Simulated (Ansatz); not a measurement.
Results of PBE (plane waves, PAW; Ansatz, a first-principles code) for CaB6-type LaB6.

Settings: plane-wave cutoff 520 eV, 14×14×14 k mesh, Fermi–Dirac smearing 0.05 eV, scalar-relativistic PAW data made under PBE.

Computed at the level's own relaxed cell.

What does this level give for the lattice constant a?


lattice constant a: 4.155 Å

The run finds no gap.

Measured, for comparison: lattice constant a 4.157 Å (296 K, no zero-point or thermal correction; as tabulated in Tsubota and Kitagawa (2017), doi:10.1038/s41598-017-15766-y). Computed (rounded) less measured: lattice constant a 0.0 %.

Spin–orbit coupling is not included.

Static lattice: no zero-point or thermal effects.
